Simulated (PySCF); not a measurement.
Species: fluoromethane, CH₃F (charge 0, singlet). SMILES: CF
Geometry from a B3LYP-D3(BJ)/def2-TZVP (Ansatz) optimisation:
```
C
F 1 1.3893
H 1 1.0909 2 108.82
H 1 1.0909 3 110.11 2 -119.20
H 1 1.0909 3 110.11 4 -121.60
```
Charge 0, spin multiplicity 1.

Dispersion corrections to the total energy (kcal/mol) from the dftd3 and dftd4 libraries through PySCF: D3(BJ) without and D4 with the three-body term, each with the damping fitted for the functional named.

| functional | D3(BJ) | D4 |
|---|---|---|
| TPSSh | ? | -0.81 |
| CAM-B3LYP | -0.50 | -0.51 |
| HSE06 | -0.41 | -0.48 |
| PW6B95 | -0.30 | -0.58 |
| BP86 | -1.09 | -0.80 |
| PBE | -0.81 | ? |
| LC-wPBE | ? | -0.72 |

### Question
Some entries are withheld; supply them.

### Answer

- TPSSh, D3(BJ): -0.85
- PBE, D4: -0.66
- LC-wPBE, D3(BJ): -0.65
